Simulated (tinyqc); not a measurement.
LCCD on RHF in the sto-6g basis, frozen core, for H2F+, spin multiplicity 1, step by step. Computed by tinyqc, a small Python program that keeps every step (integrals from PySCF). Settings: charge = 1, multiplicity = 1, basis = sto-6g, method = RHF, frozen orbitals = 1, energy threshold = 1e-10, iteration cap = 68, orthogonalisation = canonical, start = core, DIIS depth = 6, amplitude equations = LCCD, DIIS depth for amplitudes = 6, cap on updates = 71. Command: `OMP_NUM_THREADS=1 python tinyqc.py 23970 23971 out.jsonl` (the two numbers bound the seeds that draw the settings). One thread of a shared host (Intel(R) Xeon(R) Processor @ 2.60GHz), about 0.1 s of CPU time with the checks. The early iterations of the SCF are left out here.

## One-electron integrals

Geometry (angstrom):
```
atom         x          y         z
F     0.000000   0.000000  0.000000
H     0.000000   0.809000  0.537000
H     0.000000  -0.809000  0.537000
```

Basis sto-6g: exponents (1/bohr^2) and contraction coefficients of normalised primitives:
```
element  l (shell)     exponent  coefficient
F            s (1)  1728.626574     0.009164
F            s (1)   316.941790     0.049361
F            s (1)    88.668891     0.168538
F            s (1)    30.460157     0.370563
F            s (1)    11.828570     0.416492
F            s (1)     4.871659     0.130334
F            s (2)    67.032281    -0.013253
F            s (2)    13.267438    -0.046992
F            s (2)     4.123510    -0.033785
F            s (2)     1.586463     0.250242
F            s (2)     0.689002     0.595117
F            s (2)     0.315820     0.240706
F            p (3)    67.032281     0.003760
F            p (3)    13.267438     0.037679
F            p (3)     4.123510     0.173897
F            p (3)     1.586463     0.418036
F            p (3)     0.689002     0.425860
F            p (3)     0.315820     0.101708
H            s (1)    35.523221     0.009164
H            s (1)     6.513144     0.049361
H            s (1)     1.822143     0.168538
H            s (1)     0.625955     0.370563
H            s (1)     0.243077     0.416492
H            s (1)     0.100112     0.130334
```

Overlap, kinetic and nuclear-attraction integrals over the contracted functions; the nuclear repulsion is the sum of Za Zb / Rab.

nuclear repulsion = 10.13667979 hartree

overlap S, order 1F 1s, 1F 2s, 1F 2px, 1F 2py, 1F 2pz, 2H 1s, 3H 1s:
```
[[1.000000, 0.232479, 0.000000, 0.000000, 0.000000, 0.044722, 0.044722],
 [0.232479, 1.000000, 0.000000, 0.000000, 0.000000, 0.416414, 0.416414],
 [0.000000, 0.000000, 1.000000, 0.000000, 0.000000, 0.000000, 0.000000],
 [0.000000, 0.000000, 0.000000, 1.000000, 0.000000, 0.274157, -0.274157],
 [0.000000, 0.000000, 0.000000, 0.000000, 1.000000, 0.181980, 0.181980],
 [0.044722, 0.416414, 0.000000, 0.274157, 0.181980, 1.000000, 0.216236],
 [0.044722, 0.416414, 0.000000, -0.274157, 0.181980, 0.216236, 1.000000]]
```

kinetic energy T (hartree), order 1F 1s, 1F 2s, 1F 2px, 1F 2py, 1F 2pz, 2H 1s, 3H 1s:
```
[[37.397730, -1.143349, 0.000000, 0.000000, 0.000000, -0.002718, -0.002718],
 [-1.143349, 1.082297, 0.000000, 0.000000, 0.000000, 0.100455, 0.100455],
 [0.000000, 0.000000, 3.251325, 0.000000, 0.000000, 0.000000, 0.000000],
 [0.000000, 0.000000, 0.000000, 3.251325, 0.000000, 0.190770, -0.190770],
 [0.000000, 0.000000, 0.000000, 0.000000, 3.251325, 0.126630, 0.126630],
 [-0.002718, 0.100455, 0.000000, 0.190770, 0.126630, 0.768522, 0.000042],
 [-0.002718, 0.100455, 0.000000, -0.190770, 0.126630, 0.000042, 0.768522]]
```

nuclear attraction V (hartree), order 1F 1s, 1F 2s, 1F 2px, 1F 2py, 1F 2pz, 2H 1s, 3H 1s:
```
[[-78.912410, -8.119103, 0.000000, 0.000000, -0.015710, -1.790237, -1.790237],
 [-8.119103, -12.559374, 0.000000, 0.000000, -0.180028, -4.004129, -4.004129],
 [0.000000, 0.000000, -12.490683, 0.000000, 0.000000, 0.000000, 0.000000],
 [0.000000, 0.000000, 0.000000, -12.632653, 0.000000, -2.306750, 2.306750],
 [-0.015710, -0.180028, 0.000000, 0.000000, -12.553236, -1.584101, -1.584101],
 [-1.790237, -4.004129, 0.000000, -2.306750, -1.584101, -6.301018, -1.534158],
 [-1.790237, -4.004129, 0.000000, 2.306750, -1.584101, -1.534158, -6.301018]]
```

core Hamiltonian H = T + V (hartree), order 1F 1s, 1F 2s, 1F 2px, 1F 2py, 1F 2pz, 2H 1s, 3H 1s:
```
[[-41.514680, -9.262452, 0.000000, 0.000000, -0.015710, -1.792955, -1.792955],
 [-9.262452, -11.477077, 0.000000, 0.000000, -0.180028, -3.903674, -3.903674],
 [0.000000, 0.000000, -9.239358, 0.000000, 0.000000, 0.000000, 0.000000],
 [0.000000, 0.000000, 0.000000, -9.381327, 0.000000, -2.115980, 2.115980],
 [-0.015710, -0.180028, 0.000000, 0.000000, -9.301910, -1.457471, -1.457471],
 [-1.792955, -3.903674, 0.000000, -2.115980, -1.457471, -5.532496, -1.534115],
 [-1.792955, -3.903674, 0.000000, 2.115980, -1.457471, -1.534115, -5.532496]]
```

## Two-electron integrals

Functions are numbered as in S; the eight-fold symmetry (ij|kl) = (ji|kl) = (kl|ij) leaves the list below.

Two-electron integrals (ij|kl) in chemists' order, unique and non-zero (hartree):
```
(11|11) 5.406240    (21|11) 0.768129    (21|21) 0.138909    (22|11) 1.266271
(22|21) 0.283987    (22|22) 0.926367    (31|31) 0.029452    (32|31) 0.044681
(32|32) 0.204753    (33|11) 1.266273    (33|21) 0.283987    (33|22) 0.926366
(33|33) 0.998085    (41|41) 0.029452    (42|41) 0.044681    (42|42) 0.204753
(43|43) 0.053789    (44|11) 1.266273    (44|21) 0.283987    (44|22) 0.926366
(44|33) 0.890506    (44|44) 0.998085    (51|51) 0.029452    (52|51) 0.044681
(52|52) 0.204753    (53|53) 0.053789    (54|54) 0.053789    (55|11) 1.266273
(55|21) 0.283987    (55|22) 0.926366    (55|33) 0.890506    (55|44) 0.890506
(55|55) 0.998085    (61|11) 0.157664    (61|21) 0.027324    (61|22) 0.054618
(61|33) 0.054524    (61|41) 0.000986    (61|42) 0.001925    (61|44) 0.054720
(61|51) 0.000655    (61|52) 0.001278    (61|54) 0.000130    (61|55) 0.054610
(61|61) 0.005464    (62|11) 0.384284    (62|21) 0.087408    (62|22) 0.316298
(62|33) 0.311890    (62|41) 0.005257    (62|42) 0.038986    (62|44) 0.321070
(62|51) 0.003490    (62|52) 0.025878    (62|54) 0.006093    (62|55) 0.315935
(62|61) 0.017183    (62|62) 0.131415    (63|31) 0.009895    (63|32) 0.056010
(63|43) 0.008206    (63|53) 0.005447    (63|63) 0.019682    (64|11) 0.211964
(64|21) 0.048911    (64|22) 0.189243    (64|33) 0.181089    (64|41) 0.012504
(64|42) 0.078360    (64|44) 0.203088    (64|51) 0.001732    (64|52) 0.014835
(64|54) 0.009155    (64|55) 0.183551    (64|61) 0.010053    (64|62) 0.096505
(64|64) 0.090149    (65|11) 0.140698    (65|21) 0.032466    (65|22) 0.125616
(65|33) 0.120204    (65|41) 0.001732    (65|42) 0.014835    (65|44) 0.123912
(65|51) 0.011045    (65|52) 0.065857    (65|54) 0.010667    (65|55) 0.132732
(65|61) 0.006673    (65|62) 0.064058    (65|64) 0.046775    (65|65) 0.050731
(66|11) 0.525585    (66|21) 0.121793    (66|22) 0.505380    (66|33) 0.487955
(66|41) 0.009651    (66|42) 0.098585    (66|44) 0.524241    (66|51) 0.006406
(66|52) 0.065439    (66|54) 0.024086    (66|55) 0.503943    (66|61) 0.024148
(66|62) 0.265538    (66|64) 0.226342    (66|65) 0.150242    (66|66) 0.774999
(71|11) 0.157664    (71|21) 0.027324    (71|22) 0.054618    (71|33) 0.054524
(71|41) -0.000986   (71|42) -0.001925   (71|44) 0.054720    (71|51) 0.000655
(71|52) 0.001278    (71|54) -0.000130   (71|55) 0.054610    (71|61) 0.005393
(71|62) 0.016673    (71|64) 0.008895    (71|65) 0.006473    (71|66) 0.023156
(71|71) 0.005464    (72|11) 0.384284    (72|21) 0.087408    (72|22) 0.316298
(72|33) 0.311890    (72|41) -0.005257   (72|42) -0.038986   (72|44) 0.321070
(72|51) 0.003490    (72|52) 0.025878    (72|54) -0.006093   (72|55) 0.315935
(72|61) 0.016673    (72|62) 0.108142    (72|64) 0.054349    (72|65) 0.051114
(72|66) 0.179407    (72|71) 0.017183    (72|72) 0.131415    (73|31) 0.009895
(73|32) 0.056010    (73|43) -0.008206   (73|53) 0.005447    (73|63) 0.015727
(73|73) 0.019682    (74|11) -0.211964   (74|21) -0.048911   (74|22) -0.189243
(74|33) -0.181089   (74|41) 0.012504    (74|42) 0.078360    (74|44) -0.203088
(74|51) -0.001732   (74|52) -0.014835   (74|54) 0.009155    (74|55) -0.183551
(74|61) -0.008895   (74|62) -0.054349   (74|64) -0.011896   (74|65) -0.025127
(74|66) -0.080009   (74|71) -0.010053   (74|72) -0.096505   (74|74) 0.090149
(75|11) 0.140698    (75|21) 0.032466    (75|22) 0.125616    (75|33) 0.120204
(75|41) -0.001732   (75|42) -0.014835   (75|44) 0.123912    (75|51) 0.011045
(75|52) 0.065857    (75|54) -0.010667   (75|55) 0.132732    (75|61) 0.006473
(75|62) 0.051114    (75|64) 0.025127    (75|65) 0.039583    (75|66) 0.093879
(75|71) 0.006673    (75|72) 0.064058    (75|74) -0.046775   (75|75) 0.050731
(76|11) 0.140130    (76|21) 0.032215    (76|22) 0.126821    (76|33) 0.124550
(76|44) 0.126954    (76|51) 0.002071    (76|52) 0.018423    (76|55) 0.128961
(76|61) 0.006265    (76|62) 0.052543    (76|64) 0.033514    (76|65) 0.029214
(76|66) 0.111888    (76|71) 0.006265    (76|72) 0.052543    (76|74) -0.033514
(76|75) 0.029214    (76|76) 0.025806    (77|11) 0.525585    (77|21) 0.121793
(77|22) 0.505380    (77|33) 0.487955    (77|41) -0.009651   (77|42) -0.098585
(77|44) 0.524241    (77|51) 0.006406    (77|52) 0.065439    (77|54) -0.024086
(77|55) 0.503943    (77|61) 0.023156    (77|62) 0.179407    (77|64) 0.080009
(77|65) 0.093879    (77|66) 0.322714    (77|71) 0.024148    (77|72) 0.265538
(77|74) -0.226342   (77|75) 0.150242    (77|76) 0.111888    (77|77) 0.774999
```

## Orthogonalisation

S = U s U^T; canonical form X = U s^(-1/2), so that X^T S X = 1. Each column of U has its largest component positive (the first on a tie).

eigenvalues of S: [0.428440, 0.489374, 0.903272, 1.000000, 1.080534, 1.294391, 1.803989]

X, order 1F 1s, 1F 2s, 1F 2px, 1F 2py, 1F 2pz, 2H 1s, 3H 1s:
```
[[-0.341514, 0.000000, 0.735292, 0.000000, -0.614704, 0.000000, 0.172018],
 [1.091029, 0.000000, -0.237583, 0.000000, -0.268955, 0.000000, 0.447252],
 [0.000000, 0.000000, 0.000000, 1.000000, 0.000000, 0.000000, 0.000000],
 [0.000000, 0.864449, 0.000000, 0.000000, 0.000000, 0.700030, 0.000000],
 [0.416093, 0.000000, 0.668477, 0.000000, 0.657937, 0.000000, 0.173720],
 [-0.653428, -0.805033, -0.177658, 0.000000, 0.145583, 0.375848, 0.383747],
 [-0.653428, 0.805033, -0.177658, 0.000000, 0.145583, -0.375848, 0.383747]]
```

## Iteration 8 (converged): orbitals

converged F (hartree), order 1F 1s, 1F 2s, 1F 2px, 1F 2py, 1F 2pz, 2H 1s, 3H 1s:
```
[[-26.963254, -6.531179, 0.000000, 0.000000, -0.023626, -1.265270, -1.265270],
 [-6.531179, -3.522924, 0.000000, 0.000000, -0.126351, -1.261490, -1.261490],
 [0.000000, 0.000000, -1.059175, 0.000000, 0.000000, 0.000000, 0.000000],
 [0.000000, 0.000000, 0.000000, -1.024948, 0.000000, -0.552543, 0.552543],
 [-0.023626, -0.126351, 0.000000, 0.000000, -1.039330, -0.425889, -0.425889],
 [-1.265270, -1.261490, 0.000000, -0.552543, -0.425889, -0.898672, -0.423490],
 [-1.265270, -1.261490, 0.000000, 0.552543, -0.425889, -0.423490, -0.898672]]
```

Diagonalise F' = X^T F X, C = X C', fill 5 alpha and 5 beta electrons from the bottom; D = 2 C_occ C_occ^T. Each column has its largest component positive (the first on a tie).

F' = X^T F X (hartree):
```
[[-0.957122, 0.000000, 2.831706, 0.000000, -2.364686, 0.000000, 0.434741],
 [0.000000, 0.156254, 0.000000, 0.000000, 0.000000, -0.068961, 0.000000],
 [2.831706, 0.000000, -12.375282, 0.000000, 11.387869, 0.000000, -5.294126],
 [0.000000, 0.000000, 0.000000, -1.059175, 0.000000, 0.000000, 0.000000],
 [-2.364686, 0.000000, 11.387869, 0.000000, -12.557568, 0.000000, 5.467774],
 [0.000000, -0.068961, 0.000000, 0.000000, 0.000000, -1.218022, 0.000000],
 [0.434741, 0.000000, -5.294126, 0.000000, 5.467774, 0.000000, -4.263038]]
```

orbital energies (hartree): [-26.966505, -2.086649, -1.221474, -1.094317, -1.059175, -0.005539, 0.159706]

coefficients C, order 1F 1s, 1F 2s, 1F 2px, 1F 2py, 1F 2pz, 2H 1s, 3H 1s:
```
[[0.997057, -0.236829, 0.000000, 0.063363, 0.000000, 0.102525, 0.000000],
 [0.013393, 0.942768, 0.000000, -0.341469, 0.000000, -0.716638, 0.000000],
 [0.000000, 0.000000, 0.000000, 0.000000, 1.000000, 0.000000, 0.000000],
 [0.000000, 0.000000, 0.742369, 0.000000, 0.000000, 0.000000, 0.828372],
 [0.001884, 0.115493, 0.000000, 0.881305, 0.000000, -0.541309, 0.000000],
 [-0.002632, 0.080522, 0.335133, 0.198700, 0.000000, 0.762243, -0.822816],
 [-0.002632, 0.080522, -0.335133, 0.198700, 0.000000, 0.762243, 0.822816]]
```

D after iteration 8, order 1F 1s, 1F 2s, 1F 2px, 1F 2py, 1F 2pz, 2H 1s, 3H 1s:
```
[[2.108453, -0.463117, 0.000000, 0.000000, 0.060736, -0.018208, -0.018208],
 [-0.463117, 2.011183, 0.000000, 0.000000, -0.384060, 0.016057, 0.016057],
 [0.000000, 0.000000, 2.000000, 0.000000, 0.000000, 0.000000, 0.000000],
 [0.000000, 0.000000, 0.000000, 1.102225, 0.000000, 0.497585, -0.497585],
 [0.060736, -0.384060, 0.000000, 0.000000, 1.580081, 0.368820, 0.368820],
 [-0.018208, 0.016057, 0.000000, 0.497585, 0.368820, 0.316573, -0.132683],
 [-0.018208, 0.016057, 0.000000, -0.497585, 0.368820, -0.132683, 0.316573]]
```

## Convergence

Stop when the energy changes by less than 1e-10 hartree and every element of the error matrix X^T (F D S - S D F) X is below 3e-06.

Course of the cycle:
```
iteration   E (hartree)     change  largest element of the error matrix
1          -98.67147427          -                             8.71e-01
2          -99.78602884  -1.11e+00                             6.93e-02
3          -99.78788720  -1.86e-03                             9.11e-03
4          -99.78797975  -9.26e-05                             2.52e-03
5          -99.78798955  -9.80e-06                             4.68e-04
6          -99.78799000  -4.47e-07                             1.03e-04
7          -99.78799000  -6.15e-09                             8.60e-08
8          -99.78799000   1.42e-13                             1.01e-09
```

PySCF RHF in the same basis = -99.78799000 hartree

Converged in 8 iterations.

## Integrals over molecular orbitals

(pq|rs) = sum C_ip C_jq C_kr C_ls (ij|kl), one index at a time.

one-electron integrals over orbitals h = C^T H C (hartree):
```
[[-41.500937, 0.700626, 0.000000, -0.180408, 0.000000, -0.307281, 0.000000],
 [0.700626, -9.750159, 0.000000, 0.331987, 0.000000, 1.441719, 0.000000],
 [0.000000, 0.000000, -8.174072, 0.000000, 0.000000, 0.000000, -2.153829],
 [-0.180408, 0.331987, 0.000000, -8.832023, 0.000000, 1.296093, 0.000000],
 [0.000000, 0.000000, 0.000000, 0.000000, -9.239358, 0.000000, 0.000000],
 [-0.307281, 1.441719, 0.000000, 1.296093, 0.000000, -5.670155, 0.000000],
 [0.000000, 0.000000, -2.153829, 0.000000, 0.000000, 0.000000, -6.082497]]
```

Two-electron integrals over orbitals (pq|rs), unique and non-zero (hartree); the lowest 1 orbital is frozen and left out:
```
(22|22) 0.864610    (32|32) 0.160119    (33|22) 0.765458    (33|33) 0.746009
(42|22) 0.008161    (42|33) -0.005233   (42|42) 0.159546    (43|32) 0.004809
(43|43) 0.048184    (44|22) 0.821378    (44|33) 0.722411    (44|42) -0.091491
(44|44) 0.909313    (52|52) 0.181318    (53|53) 0.038699    (54|52) -0.035370
(54|54) 0.055746    (55|22) 0.882413    (55|33) 0.752614    (55|42) -0.049351
(55|44) 0.843127    (55|55) 0.998085    (62|22) -0.152259   (62|33) -0.094809
(62|42) -0.038808   (62|44) -0.110388   (62|55) -0.157293   (62|62) 0.080663
(63|32) 0.026008    (63|43) 0.016669    (63|63) 0.066565    (64|22) -0.131288
(64|33) -0.078619   (64|42) 0.005909    (64|44) -0.140773   (64|55) -0.135260
(64|62) 0.060731    (64|64) 0.066966    (65|52) -0.055054   (65|54) -0.005834
(65|65) 0.027527    (66|22) 0.584868    (66|33) 0.564119    (66|42) 0.068970
(66|44) 0.543396    (66|55) 0.557186    (66|62) -0.057830   (66|64) -0.028954
(66|66) 0.551865    (72|32) 0.062140    (72|43) -0.024490   (72|63) -0.028365
(72|72) 0.055145    (73|22) 0.201203    (73|33) 0.161190    (73|42) -0.058927
(73|44) 0.202068    (73|55) 0.226520    (73|62) -0.074058   (73|64) -0.078880
(73|66) 0.020645    (73|73) 0.158852    (74|32) -0.058064   (74|43) 0.010796
(74|63) -0.039419   (74|72) -0.011676   (74|74) 0.048645    (75|53) 0.025428
(75|75) 0.019894    (76|32) -0.098050   (76|43) -0.043661   (76|63) -0.080928
(76|72) 0.007263    (76|74) 0.059134    (76|76) 0.159013    (77|22) 0.623414
(77|33) 0.624944    (77|42) 0.008166    (77|44) 0.600859    (77|55) 0.609416
(77|62) -0.049790   (77|64) -0.029357   (77|66) 0.546432    (77|73) 0.070888
(77|77) 0.587444
```

## LCCD: starting amplitudes

t_ij^ab = <ij||ab> / (e_i + e_j - e_a - e_b), whose energy is MP2.

Starting amplitudes (spin orbitals 1a, 1b, ...; amplitudes related by a flip of all spins are not repeated):
```
from      to          t
3a 3b  7a 7b  -0.057506
3a 4b  6b 7a  -0.031936
4a 4b  6a 6b  -0.030753
3a 3b  6a 6b  -0.027372
2a 3b  6a 7b   0.021390
4a 4b  7a 7b  -0.019396
2a 2b  6a 6b  -0.019380
2a 4b  6a 6b  -0.019159
3a 4a  6a 7a  -0.015976
3a 4b  6a 7b   0.015959
2a 3a  6a 7a   0.013197
5a 5b  6a 6b  -0.013063
2a 2b  7a 7b  -0.012274
2a 3b  6b 7a  -0.008193
5a 5b  7a 7b  -0.008161
2a 4b  7a 7b   0.003336
```

correlation energy = -0.03152310 hartree

## LCCD: amplitude update 1

t_ij^ab D_ij^ab are set to the remaining terms of the spin-orbital equations, evaluated with the old amplitudes; for the doubles these are <ij||ab> + 1/2 <ab||ef> t_ij^ef + 1/2 <mn||ij> t_mn^ab + P(ij)P(ab) <mb||ej> t_im^ae, D the orbital-energy denominators (linear CCD).

Amplitudes after update 1 (spin orbitals 1a, 1b, ...; amplitudes related by a flip of all spins are not repeated):
```
from      to          t
3a 3b  7a 7b  -0.071467
3a 4b  6b 7a  -0.039449
4a 4b  6a 6b  -0.036564
3a 3b  6a 6b  -0.034956
2a 3b  6a 7b   0.026264
2a 4b  6a 6b  -0.024880
4a 4b  7a 7b  -0.022988
3a 4b  6a 7b   0.022674
2a 2b  6a 6b  -0.020455
3a 4a  6a 7a  -0.016775
5a 5b  6a 6b  -0.013973
2a 3a  6a 7a   0.013750
2a 3b  6b 7a  -0.012513
2a 2b  7a 7b  -0.012390
5a 5b  7a 7b  -0.007662
2a 4b  7a 7b   0.002444
```

correlation energy = -0.03838720 hartree

## LCCD: convergence

E_corr = 1/4 sum <ij||ab> t_ij^ab; stop when the norm of the change is below 1e-8.

Course of the amplitude iterations:
```
update  correlation energy (hartree)  norm of the change
0                        -0.03152310                   -
1                        -0.03838720            5.13e-02
2                        -0.04019235            1.61e-02
3                        -0.04100874            5.77e-03
4                        -0.04100220            6.36e-04
5                        -0.04100354            1.20e-04
6                        -0.04100349            7.32e-06
7                        -0.04100349            4.88e-07
8                        -0.04100349            8.11e-08
9                        -0.04100349            1.47e-08
10                       -0.04100349            2.13e-09
```

Converged amplitudes (spin orbitals 1a, 1b, ...; amplitudes related by a flip of all spins are not repeated):
```
from      to          t
3a 3b  7a 7b  -0.077822
3a 4b  6b 7a  -0.042116
4a 4b  6a 6b  -0.039707
3a 3b  6a 6b  -0.038279
2a 3b  6a 7b   0.027658
3a 4b  6a 7b   0.027279
2a 4b  6a 6b  -0.027265
4a 4b  7a 7b  -0.024111
2a 2b  6a 6b  -0.020560
2a 3b  6b 7a  -0.015046
3a 4a  6a 7a  -0.014837
5a 5b  6a 6b  -0.014126
2a 3a  6a 7a   0.012612
2a 2b  7a 7b  -0.011935
5a 5b  7a 7b  -0.006769
2a 4b  7a 7b   0.001765
```

LCCD total energy = -99.82899350 hartree

Converged in 10 updates, with DIIS from the third.
